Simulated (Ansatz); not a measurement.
Process, species as SMILES: O (H2O) → [OH-] + H+
B3LYP-D3(BJ)/def2-TZVP geometries, fixed; electronic energies without zero-point terms.
Largest species:
```xyz
3

O      0.0070     0.0013     0.1167
H     -0.0500     0.7593    -0.4742
H     -0.0062    -0.7700    -0.4592
```

Basis-set convergence of the deprotonation energy at CCSD(T) with Ansatz (a quantum-chemistry and plane-wave program). Cartesian d functions, on some or all atoms, in 6-31G*, 6-31+G*; all else is spherical. Cores are frozen. No added dispersion term, no relativity. Functions are those of the species that has most. Reference: Hartree-Fock in aug-cc-pVQZ plus the correlation part extrapolated as X^-3 from aug-cc-pVTZ and aug-cc-pVQZ, 397.24 kcal/mol, itself unsure by roughly 0.16 kcal/mol (a third of the extrapolation step and of the last Hartree-Fock step). Deviations are taken from unrounded values.

```json
[
 {"basis": "6-31G*", "functions": "19", "deprotonation energy (kcal/mol)": "430.55"},
 {"basis": "6-31+G*", "functions": "23", "deprotonation energy (kcal/mol)": "393.31"},
 {"basis": "cc-pVDZ", "functions": "24", "deprotonation energy (kcal/mol)": "442.86"},
 {"basis": "aug-cc-pVDZ", "functions": "41", "deprotonation energy (kcal/mol)": "395.31"},
 {"basis": "def2-SVP", "functions": "24", "deprotonation energy (kcal/mol)": "440.74"},
 {"basis": "def2-SVPD", "functions": "39", "deprotonation energy (kcal/mol)": "395.61"},
 {"basis": "pcseg-1", "functions": "24", "deprotonation energy (kcal/mol)": "427.46"},
 {"basis": "aug-pcseg-1", "functions": "41", "deprotonation energy (kcal/mol)": "394.23"},
 {"basis": "6-311G**", "functions": "30", "deprotonation energy (kcal/mol)": "434.93"},
 {"basis": "6-311+G**", "functions": "34", "deprotonation energy (kcal/mol)": "401.90"},
 {"basis": "def2-TZVP", "functions": "43", "deprotonation energy (kcal/mol)": "411.50"},
 {"basis": "def2-TZVPD", "functions": "58", "deprotonation energy (kcal/mol)": "395.68"},
 {"basis": "cc-pVTZ", "functions": "58", "deprotonation energy (kcal/mol)": "423.21"},
 {"basis": "aug-cc-pVTZ", "functions": "92", "deprotonation energy (kcal/mol)": "397.13"},
 {"basis": "pcseg-2", "functions": "58", "deprotonation energy (kcal/mol)": "408.27"},
 {"basis": "aug-pcseg-2", "functions": "92", "deprotonation energy (kcal/mol)": "397.29"},
 {"basis": "def2-TZVPP", "functions": "59", "deprotonation energy (kcal/mol)": "413.77"},
 {"basis": "def2-TZVPPD", "functions": "74", "deprotonation energy (kcal/mol)": "397.81"},
 {"basis": "cc-pVQZ", "functions": "115", "deprotonation energy (kcal/mol)": "412.49"},
 {"basis": "aug-cc-pVQZ", "functions": "172", "deprotonation energy (kcal/mol)": "397.35"},
 {"basis": "def2-QZVPP", "functions": "117", "deprotonation energy (kcal/mol)": "405.16"},
 {"basis": "def2-QZVPPD", "functions": "132", "deprotonation energy (kcal/mol)": "398.03"},
 {"basis": "pcseg-3", "functions": "126", "deprotonation energy (kcal/mol)": "400.17"},
 {"basis": "aug-pcseg-3", "functions": "183", "deprotonation energy (kcal/mol)": "397.78"}
]
```

What the diffuse functions change, pair by pair:
- 6-31G* to 6-31+G*: 4 more functions, deviation 33.31 to -3.94 kcal/mol
- cc-pVDZ to aug-cc-pVDZ: 17 more functions, deviation 45.62 to -1.93 kcal/mol
- def2-SVP to def2-SVPD: 15 more functions, deviation 43.50 to -1.64 kcal/mol
- pcseg-1 to aug-pcseg-1: 17 more functions, deviation 30.22 to -3.01 kcal/mol
- 6-311G** to 6-311+G**: 4 more functions, deviation 37.69 to 4.66 kcal/mol
- def2-TZVP to def2-TZVPD: 15 more functions, deviation 14.26 to -1.56 kcal/mol
- cc-pVTZ to aug-cc-pVTZ: 34 more functions, deviation 25.97 to -0.11 kcal/mol
- pcseg-2 to aug-pcseg-2: 34 more functions, deviation 11.03 to 0.05 kcal/mol
- def2-TZVPP to def2-TZVPPD: 15 more functions, deviation 16.53 to 0.57 kcal/mol
- cc-pVQZ to aug-cc-pVQZ: 57 more functions, deviation 15.25 to 0.11 kcal/mol
- def2-QZVPP to def2-QZVPPD: 15 more functions, deviation 7.92 to 0.79 kcal/mol
- pcseg-3 to aug-pcseg-3: 57 more functions, deviation 2.93 to 0.54 kcal/mol

Leaving out the reference's own pair, they bring the value nearer the reference by more than 0.16 kcal/mol in 11 of 11 pairs.
